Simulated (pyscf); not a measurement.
This saddle point was located with ωB97X-D3(BJ)/def2-SVP in PySCF.

```
C
H 1 1.0910
H 1 1.0911 2 125.83
F 1 1.8161 2 116.25 3 -165.05
H 4 1.1538 1 73.65 2 83.30
F 5 1.1107 4 141.41 1 0.02
```
Charge 0, spin multiplicity 2.

Surface: doublet, charge 0. Lowest wavenumbers (cm⁻¹): 1202i, 313, 586, 693, 873.

Q: Name the species on either side of this saddle.

A: •H₂C–F + HF ⇌ •H₂C–F + HF, a four-centre exchange read from left to right: C–F, F–H broken and C–F, F–H formed. At CCSD(T)/def2-TZVPP + ΔMP2(QZVPP) it lies +63.0 kcal/mol from the left side and +63.0 kcal/mol from the right (each side as separated species at their lowest minima found). On the reactant side the descent ends in a complex (not fully relaxed), 4.1 kcal/mol under the separated species and 64.0 kcal/mol under the saddle at ωB97X-D3(BJ)/def2-TZVP. At ωB97X-D3(BJ) the barrier from the zero used here is 59.9 kcal/mol. The same reactants have a lower exit, to F–CH₂–F + H• (barrier +50.2 kcal/mol at ωB97M-D3(BJ), against +59.1 kcal/mol here). One saddle was located; it need not be the lowest between these sides. The CCSD(T) − MP2 part came from Ansatz, without density fitting, on the same reference.
